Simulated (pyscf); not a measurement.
methane (CH₄) + H₃C–GaH–OH → H₃C–GaH–CH₃ + water (H₂O), a four-centre exchange (singlet surface; C–H, Ga–O broken, C–Ga, H–O formed). Single points on ωB97X-D3(BJ)/def2-SVP structures (PySCF, gas phase). Energies in kcal/mol from the separated reactants.

AM1 to PM7: differences of heats of formation from MOPAC, which are fitted to 298 K values and so differ in kind from electronic energies by zero-point and thermal terms. 

Q: Quick PM6 single points give ΔE‡ = 40.5 kcal/mol and ΔE = +8.3 kcal/mol. What does ωB97M-D3(BJ)/def2-TZVP give, and how far is the quick result from it?

A: ωB97M-D3(BJ)/def2-TZVP gives ΔE‡ = 33.0 kcal/mol and ΔE = +22.5 kcal/mol. PM6 lies 7.5 kcal/mol over it in the barrier and 14.2 kcal/mol under it in the reaction energy, so on this step it does not hold to within 3.0 kcal/mol. ωB97M-D3(BJ)/def2-TZVP has limits of its own. On the product side the descent ends in an adduct with a Ga–O contact, 13.9 kcal/mol under the separated species and 23.5 kcal/mol under the saddle at ωB97X-D3(BJ)/def2-TZVP. What is counted as broken (Ga–O) persists as a longer contact in the product adduct; parting that adduct is a step of its own. This is the saddle that the search found; another between the same sides may lie lower. In the def2 sets elements up to Kr have no core potential.
